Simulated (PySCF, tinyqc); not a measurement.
Worked calculation (part 2 of 2): RHF in the sto-3g basis, for LiH, spin multiplicity 1. The lowest restricted solution is unstable here: a spin-polarised one lies 0.0033 hartree lower (PySCF). Computed by tinyqc, a small Python program that keeps every step (integrals from PySCF). Command: `OMP_NUM_THREADS=1 python tinyqc.py 31348 31349 out.jsonl` (the two numbers bound the seeds that draw the settings). One thread of a shared host (Intel(R) Xeon(R) Processor @ 2.60GHz), about 0.05 s of CPU time with the checks.

Geometry (angstrom):

| atom | x | y | z |
|---|---|---|---|
| Li | 0.000000 | 0.000000 | 0.000000 |
| H | 0.000000 | 0.000000 | 2.165000 |

## Iteration 4: building the Fock matrix

D after iteration 3:
```
            1Li 1s     1Li 2s   1Li 2px   1Li 2py    1Li 2pz      2H 1s
1Li 1s    2.009909  -0.081423  0.000000  0.000000  -0.106726  -0.179895
1Li 2s   -0.081423   0.498041  0.000000  0.000000   0.327518   0.593843
1Li 2px   0.000000   0.000000  0.000000  0.000000   0.000000   0.000000
1Li 2py   0.000000   0.000000  0.000000  0.000000   0.000000   0.000000
1Li 2pz  -0.106726   0.327518  0.000000  0.000000   0.216797   0.392724
2H 1s    -0.179895   0.593843  0.000000  0.000000   0.392724   0.711507
```

core Hamiltonian H = T + V (hartree):
```
            1Li 1s     1Li 2s    1Li 2px    1Li 2py    1Li 2pz      2H 1s
1Li 1s   -4.650519  -1.043520   0.000000   0.000000  -0.008797  -0.083999
1Li 2s   -1.043520  -1.339263   0.000000   0.000000  -0.089741  -0.401620
1Li 2px   0.000000   0.000000  -1.089400   0.000000   0.000000   0.000000
1Li 2py   0.000000   0.000000   0.000000  -1.089400   0.000000   0.000000
1Li 2pz  -0.008797  -0.089741   0.000000   0.000000  -1.157554  -0.551888
2H 1s    -0.083999  -0.401620   0.000000   0.000000  -0.551888  -1.199741
```

Two-electron integrals (ij|kl) in chemists' order, unique and non-zero (hartree):
```
(11|11) 1.680395   (21|11) 0.265420   (21|21) 0.049941   (22|11) 0.397727
(22|21) 0.092860   (22|22) 0.290562   (31|31) 0.008981   (32|31) 0.013788
(32|32) 0.064184   (33|11) 0.396640   (33|21) 0.092880   (33|22) 0.290497
(33|33) 0.312946   (41|41) 0.008981   (42|41) 0.013788   (42|42) 0.064184
(43|43) 0.016869   (44|11) 0.396640   (44|21) 0.092880   (44|22) 0.290497
(44|33) 0.279207   (44|44) 0.312946   (51|51) 0.008981   (52|51) 0.013788
(52|52) 0.064184   (53|53) 0.016869   (54|54) 0.016869   (55|11) 0.396640
(55|21) 0.092880   (55|22) 0.290497   (55|33) 0.279207   (55|44) 0.279207
(55|55) 0.312946   (61|11) 0.019720   (61|21) 0.003754   (61|22) 0.007194
(61|33) 0.007106   (61|44) 0.007106   (61|51) 0.000493   (61|52) 0.000961
(61|55) 0.007374   (61|61) 0.000314   (62|11) 0.079767   (62|21) 0.019009
(62|22) 0.067561   (62|33) 0.063622   (62|44) 0.063622   (62|51) 0.002927
(62|52) 0.021307   (62|55) 0.075379   (62|61) 0.001744   (62|62) 0.031289
(63|31) 0.001120   (63|32) 0.006107   (63|53) 0.002841   (63|63) 0.001641
(64|41) 0.001120   (64|42) 0.006107   (64|54) 0.002841   (64|64) 0.001641
(65|11) 0.109494   (65|21) 0.026251   (65|22) 0.095772   (65|33) 0.089190
(65|44) 0.089190   (65|51) 0.004496   (65|52) 0.032914   (65|55) 0.108848
(65|61) 0.002460   (65|62) 0.047519   (65|65) 0.072602   (66|11) 0.244358
(66|21) 0.058894   (66|22) 0.230763   (66|33) 0.211429   (66|44) 0.211429
(66|51) 0.008734   (66|52) 0.083442   (66|55) 0.269317   (66|61) 0.005451
(66|62) 0.140825   (66|65) 0.219577   (66|66) 0.774606
```

nuclear repulsion = 0.73327096 hartree

J_ij = sum D_kl (ij|kl), K_ij = sum D_kl (ik|jl); F = H + J - 0.5 K; E = tr D H + tr D J / 2 - 0.25 tr D K + E_nn.

Coulomb J (hartree):
```
           1Li 1s    1Li 2s   1Li 2px   1Li 2py   1Li 2pz     2H 1s
1Li 1s   3.965800  0.675470  0.000000  0.000000  0.020159  0.052498
1Li 2s   0.675470  1.309031  0.000000  0.000000  0.149282  0.394606
1Li 2px  0.000000  0.000000  1.280789  0.000000  0.000000  0.000000
1Li 2py  0.000000  0.000000  0.000000  1.280789  0.000000  0.000000
1Li 2pz  0.020159  0.149282  0.000000  0.000000  1.358598  0.576502
2H 1s    0.052498  0.394606  0.000000  0.000000  0.576502  1.596555
```

exchange K (hartree):
```
            1Li 1s    1Li 2s   1Li 2px   1Li 2py    1Li 2pz     2H 1s
1Li 1s    3.359013  0.549561  0.000000  0.000000  -0.005568  0.041362
1Li 2s    0.549561  0.356283  0.000000  0.000000   0.245397  0.377976
1Li 2px   0.000000  0.000000  0.061679  0.000000   0.000000  0.000000
1Li 2py   0.000000  0.000000  0.000000  0.061679   0.000000  0.000000
1Li 2pz  -0.005568  0.245397  0.000000  0.000000   0.290244  0.435351
2H 1s     0.041362  0.377976  0.000000  0.000000   0.435351  0.951171
```

Fock matrix F (hartree):
```
            1Li 1s     1Li 2s   1Li 2px   1Li 2py    1Li 2pz      2H 1s
1Li 1s   -2.364225  -0.642830  0.000000  0.000000   0.014146  -0.052181
1Li 2s   -0.642830  -0.208374  0.000000  0.000000  -0.063157  -0.196002
1Li 2px   0.000000   0.000000  0.160550  0.000000   0.000000   0.000000
1Li 2py   0.000000   0.000000  0.000000  0.160550   0.000000   0.000000
1Li 2pz   0.014146  -0.063157  0.000000  0.000000   0.055921  -0.193061
2H 1s    -0.052181  -0.196002  0.000000  0.000000  -0.193061  -0.078771
```

total energy of this density = -7.81216565 hartree

## Iteration 4: DIIS over 4 matrices

error matrix X^T (FDS - SDF) X:
```
           1          2         3         4          5          6
1   0.000000  -0.000426  0.000000  0.000000   0.000734  -0.000003
2   0.000426   0.000000  0.000000  0.000000  -0.000977  -0.000016
3   0.000000   0.000000  0.000000  0.000000   0.000000   0.000000
4   0.000000   0.000000  0.000000  0.000000   0.000000   0.000000
5  -0.000734   0.000977  0.000000  0.000000   0.000000   0.001365
6   0.000003   0.000016  0.000000  0.000000  -0.001365   0.000000
```

B (overlaps of the stored error matrices):
```
               1              2              3              4
1  1.0589432e-02  4.8022997e-03  1.3573600e-03  1.3632603e-04
2  4.8022997e-03  2.8250472e-03  1.0354378e-03  9.8075396e-05
3  1.3573600e-03  1.0354378e-03  5.0178037e-04  5.3775932e-05
4  1.3632603e-04  9.8075396e-05  5.3775932e-05  7.0794462e-06
```

Minimise |sum c_i e_i|^2 with sum c_i = 1: solve [B -1; -1 0][c; lambda] = [0; -1] with B_ij = tr e_i^T e_j, and take F = sum c_i F_i.

DIIS coefficients: -0.030100  0.109065  -0.270340  1.191375

extrapolated F (hartree):
```
            1Li 1s     1Li 2s   1Li 2px   1Li 2py    1Li 2pz      2H 1s
1Li 1s   -2.364305  -0.642746  0.000000  0.000000   0.014094  -0.052128
1Li 2s   -0.642746  -0.209086  0.000000  0.000000  -0.063092  -0.196392
1Li 2px   0.000000   0.000000  0.160428  0.000000   0.000000   0.000000
1Li 2py   0.000000   0.000000  0.000000  0.160428   0.000000   0.000000
1Li 2pz   0.014094  -0.063092  0.000000  0.000000   0.056741  -0.192539
2H 1s    -0.052128  -0.196392  0.000000  0.000000  -0.192539  -0.078960
```

## Iteration 4: diagonalisation and new density

X:
```
            1Li 1s     1Li 2s   1Li 2px   1Li 2py    1Li 2pz      2H 1s
1Li 1s    1.023433  -0.129567  0.000000  0.000000  -0.006163   0.018148
1Li 2s   -0.129567   1.055406  0.000000  0.000000   0.045816  -0.156337
1Li 2px   0.000000   0.000000  1.000000  0.000000   0.000000   0.000000
1Li 2py   0.000000   0.000000  0.000000  1.000000   0.000000   0.000000
1Li 2pz  -0.006163   0.045816  0.000000  0.000000   1.064341  -0.220525
2H 1s     0.018148  -0.156337  0.000000  0.000000  -0.220525   1.095702
```

Diagonalise F' = X^T F X, C = X C', fill 2 alpha and 2 beta electrons from the bottom; D = 2 C_occ C_occ^T. Each column has its largest component positive (the first on a tie).

F' = X^T F X (hartree):
```
           1          2         3         4          5          6
1  -2.310729  -0.360894  0.000000  0.000000   0.011532   0.021701
2  -0.360894  -0.039426  0.000000  0.000000   0.002650  -0.197434
3   0.000000   0.000000  0.160428  0.000000   0.000000   0.000000
4   0.000000   0.000000  0.000000  0.160428   0.000000   0.000000
5   0.011532   0.002650  0.000000  0.000000   0.148144  -0.232175
6   0.021701  -0.197434  0.000000  0.000000  -0.232175   0.059514
```

orbital energies (hartree): MO1 -2.366774, MO2 -0.235956, MO3 0.070757, MO4 0.160428, MO5 0.160428, MO6 0.389477

coefficients C:
```
               MO1        MO2        MO3        MO4       MO5        MO6
1Li 1s    0.991484  -0.149075  -0.215431   0.000000  0.000000   0.113560
1Li 2s    0.033275   0.500820   0.799147   0.000000  0.000000  -0.516377
1Li 2px   0.000000   0.000000   0.000000  -0.696260  0.717790   0.000000
1Li 2py   0.000000   0.000000   0.000000   0.717790  0.696260   0.000000
1Li 2pz  -0.004447   0.325130  -0.589926   0.000000  0.000000  -0.854311
2H 1s    -0.001555   0.596960  -0.205962   0.000000  0.000000   0.935511
```

D after iteration 4:
```
            1Li 1s     1Li 2s   1Li 2px   1Li 2py    1Li 2pz      2H 1s
1Li 1s    2.010527  -0.083337  0.000000  0.000000  -0.105756  -0.181067
1Li 2s   -0.083337   0.503855  0.000000  0.000000   0.325367   0.597835
1Li 2px   0.000000   0.000000  0.000000  0.000000   0.000000   0.000000
1Li 2py   0.000000   0.000000  0.000000  0.000000   0.000000   0.000000
1Li 2pz  -0.105756   0.325367  0.000000  0.000000   0.211459   0.388193
2H 1s    -0.181067   0.597835  0.000000  0.000000   0.388193   0.712726
```

Within a degenerate level the vectors are fixed only up to a rotation; this is one choice.

## Iteration 6 (converged): orbitals

converged F (hartree):
```
            1Li 1s     1Li 2s   1Li 2px   1Li 2py    1Li 2pz      2H 1s
1Li 1s   -2.364263  -0.642723  0.000000  0.000000   0.014043  -0.052134
1Li 2s   -0.642723  -0.209079  0.000000  0.000000  -0.063088  -0.196372
1Li 2px   0.000000   0.000000  0.160439  0.000000   0.000000   0.000000
1Li 2py   0.000000   0.000000  0.000000  0.160439   0.000000   0.000000
1Li 2pz   0.014043  -0.063088  0.000000  0.000000   0.056750  -0.192534
2H 1s    -0.052134  -0.196372  0.000000  0.000000  -0.192534  -0.079017
```

As before.

F' = X^T F X (hartree):
```
           1          2         3         4          5          6
1  -2.310691  -0.360876  0.000000  0.000000   0.011479   0.021699
2  -0.360876  -0.039432  0.000000  0.000000   0.002654  -0.197402
3   0.000000   0.000000  0.160439  0.000000   0.000000   0.000000
4   0.000000   0.000000  0.000000  0.160439   0.000000   0.000000
5   0.011479   0.002654  0.000000  0.000000   0.148150  -0.232157
6   0.021699  -0.197402  0.000000  0.000000  -0.232157   0.059438
```

orbital energies (hartree): MO1 -2.366731, MO2 -0.235955, MO3 0.070734, MO4 0.160439, MO5 0.160439, MO6 0.389418

coefficients C:
```
               MO1        MO2        MO3        MO4       MO5        MO6
1Li 1s    0.991485  -0.149068  -0.215428   0.000000  0.000000   0.113564
1Li 2s    0.033271   0.500762   0.799203   0.000000  0.000000  -0.516346
1Li 2px   0.000000   0.000000   0.000000  -0.604271  0.796779   0.000000
1Li 2py   0.000000   0.000000   0.000000   0.796779  0.604271   0.000000
1Li 2pz  -0.004425   0.325091  -0.589849   0.000000  0.000000  -0.854379
2H 1s    -0.001558   0.597027  -0.206019   0.000000  0.000000   0.935455
```

D after iteration 6:
```
            1Li 1s     1Li 2s   1Li 2px   1Li 2py    1Li 2pz      2H 1s
1Li 1s    2.010527  -0.083321  0.000000  0.000000  -0.105697  -0.181085
1Li 2s   -0.083321   0.503740  0.000000  0.000000   0.325292   0.597834
1Li 2px   0.000000   0.000000  0.000000  0.000000   0.000000   0.000000
1Li 2py   0.000000   0.000000  0.000000  0.000000   0.000000   0.000000
1Li 2pz  -0.105697   0.325292  0.000000  0.000000   0.211408   0.388190
2H 1s    -0.181085   0.597834  0.000000  0.000000   0.388190   0.712887
```

Within a degenerate level the vectors are fixed only up to a rotation; this is one choice.

## Convergence

Stop when the energy changes by less than 1e-08 hartree and every element of the error matrix X^T (F D S - S D F) X is below 3e-05.

Course of the cycle:

| iteration | E (hartree) | change | largest element of the error matrix |
|---|---|---|---|
| 1 | -7.79601537 | - | 4.17e-02 |
| 2 | -7.80645616 | -1.04e-02 | 2.56e-02 |
| 3 | -7.81135938 | -4.90e-03 | 1.08e-02 |
| 4 | -7.81216565 | -8.06e-04 | 1.37e-03 |
| 5 | -7.81217351 | -7.85e-06 | 7.70e-05 |
| 6 | -7.81217351 | -6.43e-09 | 2.95e-05 |

PySCF RHF in the same basis = -7.81217352 hartree

Converged in 6 iterations.

## Populations, bond orders and dipole

overlap S:
```
           1Li 1s    1Li 2s   1Li 2px   1Li 2py   1Li 2pz     2H 1s
1Li 1s   1.000000  0.241137  0.000000  0.000000  0.000000  0.018857
1Li 2s   0.241137  1.000000  0.000000  0.000000  0.000000  0.262384
1Li 2px  0.000000  0.000000  1.000000  0.000000  0.000000  0.000000
1Li 2py  0.000000  0.000000  0.000000  1.000000  0.000000  0.000000
1Li 2pz  0.000000  0.000000  0.000000  0.000000  1.000000  0.379617
2H 1s    0.018857  0.262384  0.000000  0.000000  0.379617  1.000000
```

Mulliken: Z minus the diagonal of D S on the atom; Loewdin: the same with S^(1/2) D S^(1/2); Mayer order: 2 sum_s sum (D(s) S)_ij (D(s) S)_ji over the two atoms.

Charges (e):

| atom | Mulliken | Loewdin |
|---|---|---|
| 1Li | 0.013698 | 0.011437 |
| 2H | -0.013698 | -0.011437 |

Mayer bond orders:

| pair | order |
|---|---|
| 2-1 | 0.999812 |

dipole moment about the origin, x y z (debye): 0.000000  0.000000  -5.075110
